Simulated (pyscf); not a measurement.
Single points on ωB97X-D3(BJ)/def2-SVP structures (PySCF, gas phase).

Problem. Estimate by transition-state theory the rate constant of `[CH3][Zn][CH2][OH]` + `[H][H]` → `[CH3][OH]` + `[CH3][ZnH]` (singlet surface; C–Zn, H–H broken, C–H, H–Zn formed) at 900 K, with ωB97M-D3(BJ)/def2-TZVP energies (ideal gas, 1 atm, RRHO with modes under 100 cm⁻¹ raised to 100, one conformer, R ln 2 for chiral ones without a mode under 150 cm⁻¹; no tunnelling).

Solution. The electronic barrier is 39.1 kcal/mol and the thermal terms add +27.5, so ΔG‡ = 66.7 kcal/mol. With k_BT/h = 1.88e+13 s⁻¹ and RT = 1.788 kcal/mol, and a volume of 1.23e-19 cm³ per molecule at 1 atm, k = 1.5e-22 cm³ molecule⁻¹ s⁻¹. Wigner's tunnelling factor for 1146i cm⁻¹ would be 1.14. A shift of 1 kcal/mol in the barrier changes k by a factor 1.7. On the product side the descent ends in an adduct with a O–Zn contact (not fully relaxed), 8.3 kcal/mol under the separated species and 60.1 kcal/mol under the saddle at ωB97X-D3(BJ)/def2-TZVP. At the saddle there is also a short H–Zn contact that neither side keeps. This is the saddle that the search found; another between the same sides may lie lower. Elements up to Kr have no core potential and no relativistic terms here.
